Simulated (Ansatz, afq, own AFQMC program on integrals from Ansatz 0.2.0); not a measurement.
# GeNH$_{4}$, quartet in cc-pVDZ, levels against AFQMC with the constraint released

| atom | x (Å) | y (Å) | z (Å) |
| --- | --- | --- | --- |
| Ge | 0.0000 | 0.0132 | 0.2966 |
| N | 0.0000 | -0.1277 | -1.5671 |
| H | 0.0000 | 1.4630 | 0.8219 |
| H | 1.2578 | -0.7228 | 0.7840 |
| H | -1.2578 | -0.7228 | 0.7840 |
| H | 0.0000 | 0.8080 | -1.9853 |

Connectivity, by distances: GeH3–NH.

Basis cc-pVDZ. Noble-gas cores (and the filled d shells of Ga–Kr and In–Xe) are frozen. Integrals, coupled cluster, full CI and functionals: Ansatz 0.2.0; the random walks run on the same integrals in our own AFQMC program. The CISD trial takes its coefficients from CCSD amplitudes. Released means that phaseless walkers are propagated on without the constraint, phases kept. ± is one standard error of the sampling. No spin–orbit coupling.

Determinant: UHF, the one that the program's search chose, which needn't be the lowest solution. The geometry is a PBE0/def2-TZVP stationary point of this or a neighbouring charge and spin state.

No full CI on the walks' own integrals is used here. The released AFQMC energy serves as the reference, which it does only where one determinant dominates, the energy is flat over the last release times and near the phaseless one (40 meV or 2 meV an electron, half that with transition metals). On small molecules, where full CI could be run and the noise was under 10 meV, such values lay within 10 meV of it in 19 cases of 20, a flattering rate, since the rule was set on those same cases; what remains of the bias isn't in the error bar.

Cautions: no relativity below Rb; no spin-orbit coupling; inner d shell frozen; another spin lies lower (by 6.36 eV); the ph-AFQMC/HF walk drifts between its halves (2.4 errors); the released value is read at 2.40 1/Eh (meV from the phaseless value at times in 1/Eh: -9 ± 3 at 0.24, -6 ± 4 at 0.51, -15 ± 4 at 0.99, -7 ± 5 at 1.62, -11 ± 5 at 2.40).

```
T1 diagnostic                               : 0.0243
weight of the determinant in the CISD state : 0.871
⟨S²⟩ of the determinant                     : 3.765
size of the correlated space                : 13 electrons in 46 orbitals
```

| level | correlation energy (eV) |
| --- | --- |
| MP2 | -5.8359 |
| CCSD | -7.0175 |
| CCSD(T) | -7.1934 |

Problem. Estimate where phaseless AFQMC with a CISD trial lies against CCSD(T) on the same integrals.

Solution. 3.1 ± 0.3 kJ/mol below CCSD(T).

Reference: AFQMC with the constraint released, correlation energy -7.237 ± 0.005 eV.

```tsv
level	E − E(reference) (kJ/mol)	share of correlation (%)
CCSD(T)	4.2 ± 0.5	99.40
ph-AFQMC/HF	1.0 ± 2.6	99.86
ph-AFQMC/CISD	1.0 ± 0.6	99.85
```

A walk keeps the symmetry of its determinant, which the program's search chose and which needn't be the lowest solution, so a lower state of the same spin and another symmetry isn't excluded. Released energies are given only where the last usable release times agree within the noise; a slower fall can still hide under it.
